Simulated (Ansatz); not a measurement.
Species: t-butyl radical, C₄H₉, net charge 0, doublet state. It need not be the lowest isomer of its formula. SMILES: C[C](C)C
Coordinates optimised at B3LYP-D3(BJ)/def2-TZVP (Ansatz, a first-principles code):
```
C
C 1 1.4897
H 2 1.0928 1 111.77
H 2 1.0928 3 108.37 1 -123.60
H 2 1.1035 3 106.48 4 -114.20
C 1 1.4897 2 118.69 3 -162.14
H 6 1.0928 1 111.77 2 162.14
H 6 1.0928 7 108.37 1 123.60
H 6 1.1035 7 106.48 8 114.20
C 1 1.4897 2 118.69 3 40.48
H 10 1.0928 1 111.77 2 -40.48
H 10 1.0928 11 108.37 1 123.60
H 10 1.1035 11 106.48 12 114.20
```
Charge 0, spin multiplicity 2.

Computed values are from Ansatz. Valence correlation only, unless marked. UHF or UKS for open shells. Spin-orbit coupling is left out. Non-relativistic. CBS marks a two-point X^-3 extrapolation of the correlation energy; Hartree-Fock from the larger set. [CCSD(T)-MP2]/basis is that difference in the basis named.

What is the dipole moment at wB97M-V/def2-TZVPD?

0.23 D.

What is the atomisation energy De at RI-MP2/CBS(cc-pVTZ,cc-pVQZ)+[CCSD(T)-MP2]/cc-pVDZ?

1198.3 kcal/mol.

What is the T1 diagnostic at CCSD/aug-cc-pVDZ?

0.011.

What is the total energy at RI-MP2/CBS(cc-pVTZ,cc-pVQZ)+[CCSD(T)-MP2]/cc-pVDZ?

-157.5738 Eh.
